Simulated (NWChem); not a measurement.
Molecule: NaCl; SMILES [Cl][Na]

```xyz
2

Na     0.0000     0.0000    -1.4283
Cl     0.0000     0.0000     0.9471
```
Atoms are numbered in this order, from 1.

Coordinates come from a B3LYP/6-31G* (spherical d) optimisation.

Question: Give the principal values of the shielding tensors (ppm) of Na1, Cl2 from Hartree-Fock/pcSseg-2, GIAO (NWChem), with their diamagnetic and paramagnetic parts as GIAO splits them.

Answer: 
```
atom     σ11     σ22     σ33  isotropic  diamagnetic  paramagnetic
----  ------  ------  ------  ---------  -----------  ------------
Na1    545.2   545.2   631.4      574.0        627.7         -53.7
Cl2   1118.1  1118.1  1150.4     1128.8       1148.3         -19.5
```
